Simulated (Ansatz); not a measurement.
**BH₅SSi: vertical ionisation energy**

The task here is to estimate one member of a computed series from the others.

Computed with Ansatz 0.2.0, Gaussian basis. Level: unrestricted cation, the program's frozen cores in correlated methods.

Levels to be run: UKS PBE-D4/def2-TZVPP; UKS r2SCAN-D4/def2-TZVPP; UKS PBE0-D4/def2-TZVPP; UKS B3LYP-D4/def2-TZVPP; UKS wB97X-V/def2-TZVPP; UKS wB97M-V/def2-TZVPP; UKS B2PLYP/def2-TZVPP; UHF-CCSD(T)/def2-TZVPP; UHF-MP2/def2-QZVPP; extrapolation to the limit; then −ε(HOMO) from the neutral's earlier runs with LDA (SPW92), PBE-D4, revPBE-D4, BLYP-D4, r2SCAN-D4, B97M-V, PBE0-D4, B3LYP-D4, r2SCANh-D4, r2SCAN0-D4, HSE06-D4, BHLYP-D4, CAM-B3LYP-D4, LC-ωPBE, ωB97X-V, ωB97M-V.

### The relaxed structure

An earlier PBE0-D4 in a triple-zeta def2 set relaxation fixed the geometry.

SMILES `BS[SiH3]`, 8 atoms, charge 0, spin multiplicity 1.

Atoms are counted from 1 here; the program's logs count them from 0.

Bond lengths: B1–S2 1.775 Å, B1–H4 1.195 Å, B1–H5 1.192 Å, S2–Si3 2.156 Å, Si3–H6 1.482 Å, Si3–H7 1.482 Å, Si3–H8 1.483 Å. Angles: S2–B1–H4 121.4°, S2–B1–H5 116.9°, H4–B1–H5 121.7°, B1–S2–Si3 99.5°, S2–Si3–H6 109.9°, S2–Si3–H7 109.9°, S2–Si3–H8 107.0°, H6–Si3–H7 110.0°, H6–Si3–H8 110.0°, H7–Si3–H8 110.0°.

The first run:

in.yaml reads:

```yaml
crystal:
  periodic: [false, false, false]
  atoms:
    - {symbol: B, position_ang: [-1.172615, 1.088331, -0.564450]}
    - {symbol: S, position_ang: [-1.243134, -0.439550, 0.335900]}
    - {symbol: Si, position_ang: [0.862860, -0.886042, 0.447332]}
    - {symbol: H, position_ang: [-0.130785, 1.557125, -0.913422]}
    - {symbol: H, position_ang: [-2.211502, 1.621919, -0.803137]}
    - {symbol: H, position_ang: [1.570266, 0.196698, 1.171734]}
    - {symbol: H, position_ang: [1.420685, -1.031522, -0.918390]}
    - {symbol: H, position_ang: [0.996322, -2.163958, 1.188635]}
basis:
  gaussian: {orbitals: def2-TZVPP}
total_charge: 1
magnetization: {spin_polarized: true, initial_magnetization: 1}
hamiltonian: {xc: pbe, dispersion: d4}
```

The run is started by

```console
ansatz run in.yaml --threads 2 --pin off --events-out ev --progress --plain --max-ram 4352MiB
```

Among the steps run: Cation, UKS PBE-D4/def2-TZVPP; Cation, UKS r2SCAN-D4/def2-TZVPP; Cation, UKS PBE0-D4/def2-TZVPP; Cation, UKS B3LYP-D4/def2-TZVPP; Cation, UKS wB97X-V/def2-TZVPP; Cation, UKS wB97M-V/def2-TZVPP; Cation, UKS B2PLYP (frozen core)/def2-TZVPP; Cation, UHF-CCSD(T)/def2-TZVPP; Cation, UHF-MP2/def2-QZVPP.

One table of the session follows, with a row left open; its other results are not shown here.

It belongs to the step «Ionisation energies side by side». Orbital estimates, from the neutral's runs:

```
  functional  −ε(HOMO) (eV)
 LDA (SPW92)           7.27
      PBE-D4           7.16
   revPBE-D4           7.11
     BLYP-D4           6.97
   r2SCAN-D4           7.40
      B97M-V           7.51
     PBE0-D4           8.27
    B3LYP-D4           8.02
  r2SCANh-D4           7.81
  r2SCAN0-D4           8.43
    HSE06-D4           7.87
    BHLYP-D4           9.21
CAM-B3LYP-D4           9.52
     LC-ωPBE          10.90
     ωB97X-V          10.55
     ωB97M-V              ?
```

**Question.** Estimate the row for ωB97M-V.

The run gave: −ε(HOMO) (eV): 10.41. In the column «−ε(HOMO) (eV)» it lies between CAM-B3LYP-D4 (9.52) and ωB97X-V (10.55).
